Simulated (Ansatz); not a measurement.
Mulliken charges of C4H3Cl, SMILES `C=C1C=C1Cl` from B3LYP/def2-TZVPP in Ansatz (PBE0-D4/def2-TZVP geometry).

```json
{"atom": "C1", "x (Å)": "0.041", "y (Å)": "1.500", "z (Å)": "0.021", "charge (e)": "-0.290"}
{"atom": "C2", "x (Å)": "-0.032", "y (Å)": "0.180", "z (Å)": "-0.015", "charge (e)": "0.007"}
{"atom": "C3", "x (Å)": "-0.754", "y (Å)": "-1.061", "z (Å)": "-0.210", "charge (e)": "-0.104"}
{"atom": "C4", "x (Å)": "0.518", "y (Å)": "-1.129", "z (Å)": "0.103", "charge (e)": "0.023"}
{"atom": "Cl5", "x (Å)": "1.850", "y (Å)": "-2.089", "z (Å)": "0.419", "charge (e)": "-0.017"}
{"atom": "H6", "x (Å)": "-0.827", "y (Å)": "2.110", "z (Å)": "-0.185", "charge (e)": "0.091"}
{"atom": "H7", "x (Å)": "0.975", "y (Å)": "1.992", "z (Å)": "0.258", "charge (e)": "0.094"}
{"atom": "H8", "x (Å)": "-1.679", "y (Å)": "-1.560", "z (Å)": "-0.446", "charge (e)": "0.197"}
```

**Question.** By hand: the dipole of these point charges (1 e Å = 4.8032 D).

**Answer.** Σ q r = (-0.268, -0.242, -0.070) e Å, of length 0.368 e Å = 1.77 D.

**Question.** How does the dipole of the full density compare? (Best estimate.)

**Answer.** The calculation gave: (-0.164, -0.295, -0.045) e Å, 1.64 D; the point charges give 1.08 times that, at 19° from its direction.

Point charges leave out the atoms' own dipoles, such as those of lone pairs, and Mulliken's split depends on the basis, so the two needn't agree.

B3LYP here is the variant with VWN-RPA as its local correlation; programs differ in this.
